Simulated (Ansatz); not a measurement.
## Worked example: the interaction energy

The pair of H₂O₂ (SMILES OO, atoms 1–4) and H₂O₂ (SMILES OO, atoms 5–8), both closed shells, in one local arrangement (a lower one may exist), relaxed at PBE0-D4/def2-TZVP:

```xyz
8
angstrom
O -0.6092 -0.1621 -1.7482
O 0.4994 0.6661 -1.4054
H -0.9755 -0.3503 -0.8663
H 1.2428 0.0711 -1.5658
O -0.6304 0.2861 1.0651
O 0.2198 -0.7530 1.5483
H -0.0163 0.7735 0.4864
H 0.2695 -0.5314 2.4859
```

Both fragments are computed in the basis of the whole pair.

Program: Ansatz 0.2.0. Basis: def2-TZVPPD and def2-QZVPPD. Cores are frozen in the correlated methods.

Energies in eV:

| quantity | pair | first fragment | second fragment |
| --- | --- | --- | --- |
| Hartree–Fock, triple zeta (X = 3) | -8209.63726 | -4104.73743 | -4104.73694 |
| Hartree–Fock, quadruple zeta (X = 4) | -8209.96879 | -4104.90310 | -4104.90250 |
| MP2 correlation, X = 3 | -27.18186 | -13.53689 | -13.53786 |
| MP2 correlation, X = 4 | -29.22891 | -14.55178 | -14.55225 |
| CCSD(T) correlation, X = 3 | -28.61643 | -14.25511 | -14.25607 |

Q: Work out the interaction energy at the basis limit: extrapolate Hartree–Fock as E(X) = E∞ + A exp(−7.88 √X) and the MP2 correlation as E(X) = E∞ + B X^−2.97 (the exponents that Neese and Valeev fitted for def2-TZVPP and QZVPP, reused here for the diffuse sets), then add CCSD(T) − MP2 in triple zeta.

A: Each step is linear, so take the differences first (pair − first fragment − second fragment): Hartree–Fock -0.16289 (X = 3) and -0.16319 (X = 4); MP2 correlation -0.10711 and -0.12488; CCSD(T) correlation -0.10525.
Two points give E∞ = E(4) + w [E(4) − E(3)], with w = 1/(exp(7.88 (2 − √3)) − 1) = 0.1377 for Hartree–Fock and w = 1/((4/3)^2.97 − 1) = 0.7407 for the correlation.
Hartree–Fock: -0.16319 + 0.1377 × (-0.00030) = -0.1632 eV.
MP2 correlation: -0.12488 + 0.7407 × (-0.01777) = -0.1380 eV.
CCSD(T) − MP2: -0.10525 − (-0.10711) = 0.0019 eV.
Sum: -0.1632 + (-0.1380) + 0.0019 = -0.2993 eV, or -6.90 kcal/mol. Plain CCSD(T) in triple zeta gives -0.2681 eV, so the larger basis shifts the result by -0.0312 eV.

T1 diagnostic: at most 0.013.

For scale, one of the runs: CCSD(T)/def2-TZVPPD, 228 basis functions, launched by `ansatz run in.yaml --threads 4 --pin off --events-out ev --progress --plain --max-ram 9574MiB`. Hardware: 4 CPU threads of an Arm Neoverse V1, shared host. Wall time 93 s; peak host memory 4.2 GiB.
